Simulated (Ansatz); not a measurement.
**C₂H₅ (doublet): wave-function methods side by side, cc-pVTZ**

The task here is to estimate one member of a computed series from the others.

Computed with Ansatz 0.2.0, Gaussian basis. Level: cc-pVTZ, core rule «outside noble gas», up to 2 orbitals frozen.

To be run: UHF; CCSD(T) on ROHF; CCSD(T) on UHF; BCCD(T) on ROHF; CCSDT(Q) on ROHF; CCSDT(Q) on UHF; CASSCF and MRCISD+Q, 13 electrons in 13 orbitals; CASSCF and NEVPT2, 13 electrons in 13 orbitals.

19 further runs of the same task are left out: 2 that didn't finish, 17 set aside as unsound or not needed.

### The geometry

The geometry is an MP2(full)/6-31G* stationary point (not a proven minimum).

7 atoms, charge 0, spin multiplicity 2.

Atoms are counted from 1 here; the program's logs count them from 0.

Bond lengths: C1–C2 1.489 Å, C1–H3 1.100 Å, C1–H4 1.093 Å, C1–H5 1.093 Å, C2–H6 1.082 Å, C2–H7 1.082 Å. Angles: C2–C1–H3 111.9°, C2–C1–H4 111.4°, C2–C1–H5 111.4°, H3–C1–H4 106.9°, H3–C1–H5 106.9°, H4–C1–H5 108.1°, C1–C2–H6 120.7°, C1–C2–H7 120.7°, H6–C2–H7 117.2°.

Set-up of the first run:

in.yaml reads:

```yaml
crystal:
  periodic: [false, false, false]
  atoms:
    - {symbol: C, position_ang: [-0.008466, -0.715106, 0.000000]}
    - {symbol: C, position_ang: [-0.008466, 0.773984, 0.000000]}
    - {symbol: H, position_ang: [1.011994, -1.124531, 0.000000]}
    - {symbol: H, position_ang: [-0.511144, -1.114102, 0.884839]}
    - {symbol: H, position_ang: [-0.511144, -1.114102, -0.884839]}
    - {symbol: H, position_ang: [0.106030, 1.325576, 0.923705]}
    - {symbol: H, position_ang: [0.106030, 1.325576, -0.923705]}
basis:
  gaussian: {orbitals: cc-pVTZ}
magnetization: {spin_polarized: true, initial_magnetization: 1}
hamiltonian: {xc: hf}
output: {orbitals: {seedname: orbitals}}
```

Command:

```console
> ansatz run in.yaml --threads 1 --pin off --events-out ev --progress --plain --max-ram 3956MiB --backend cpu
```

Steps of the session up to this table: UHF; CCSD(T) on ROHF; CCSD(T) on UHF; BCCD(T) on ROHF; CCSDT(Q) on ROHF; CCSDT(Q) on UHF; CASSCF and MRCISD+Q, 13 electrons in 13 orbitals; CASSCF and NEVPT2, 13 electrons in 13 orbitals.

One table of the session follows, with a row left open; its other results are not shown here.

It belongs to the step «Misses and costs». 

```
          method  from UCCSDT(Q) (meV)
            ROHF              +10349.8
             UHF              +10219.7
            RMP2               +1209.7
            UMP2               +1225.3
           RCCSD                +359.6
           UCCSD                +356.9
        RCCSD(T)                 +29.5
        UCCSD(T)                 +29.4
         BCCD(T)                 +28.3
          RCCSDT                 +11.3
          UCCSDT                 +10.4
       RCCSDT(Q)                  +1.3
       UCCSDT(Q)                     0
  CASSCF valence               +6851.0
  NEVPT2 valence                     ?
  MRCISD valence                +542.3
MRCISD+Q valence                 +92.7
```

Estimate the missing values for NEVPT2 valence.

As computed: from UCCSDT(Q) (meV): +1441.2. In the column «from UCCSDT(Q) (meV)» it lies between UMP2 (+1225.3) and CASSCF valence (+6851.0).

With the free atoms at the same levels and basis (separate runs), the atomisation energy is 25.633 eV at UCCSDT(Q), 25.634 eV at RCCSD(T), 25.630 eV at UCCSD(T), 20.429 eV at ROHF.

To keep in mind: Restricted and unrestricted rows rest on different reference determinants; where their highest levels disagree by more than a few hundredths of an eV, they describe different states and don't form one ladder.
